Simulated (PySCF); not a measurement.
Gas-phase reaction: 2 H3SiSiCl3 → SiCl4 + 2 SiHCl + SiH4. Level: M06-2X/def2-TZVP†; standard pressure 1 bar.

Method: PySCF energies plus ideal-gas RRHO corrections (1 bar). † marks an energy on the PBE0/def2-TZVP geometry and frequencies. All species are closed-shell singlets. H3SiSiCl3, SiHCl: computed as isolated molecules; such fragments, hydroxides, amides, oligomers or adducts are transient or little studied in the gas. The harmonic model lacks anharmonicity and excited electronic states, which grow with temperature; levels with a mode under 35 cm⁻¹ are left out. Internal rotation in H3SiSiCl3 is treated as a harmonic vibration of one conformer, which makes the entropy rough.

```tsv
T (K)	1000/T (1/K)	log10 K
800	1.2500	-10.06
1000	1.0000	-5.37
1200	0.8333	-2.29
1400	0.7143	?
1600	0.6250	1.45
1800	0.5556	2.66
```

Task: Fit log10 K = a + b·(1000/T) to the five rows, get the mean ΔH° and ΔS°, and predict log10 K at 1400 K.

Result: Means: 1000/T = 0.8528, log10 K = -2.722. Sums of products about the means: Sxy = -5.86278, Sxx = 0.320037, so b = Sxy/Sxx = -18.32 and a = -2.722 − (-18.32)×0.8528 = 12.90.
ΔH° = −R ln 10 × 1000 K × b = −19.145 × (-18.32) = 351 kJ; ΔS° = R ln 10 × a = 247 J/K. The run's own values go from 362 kJ and 260 J/K at 800 K to 330 kJ and 234 J/K at 1800 K.
Prediction at 1400 K: 12.90 + (-18.32)×0.7143 = -0.19. The computed value is -0.14, 0.05 from the line.
For scale, ΔH°(298 K) is 376 kJ at this level, 370 kJ at ωB97M-V/def2-TZVP†, and runs from 289 to 449 kJ over the 19 levels computed.
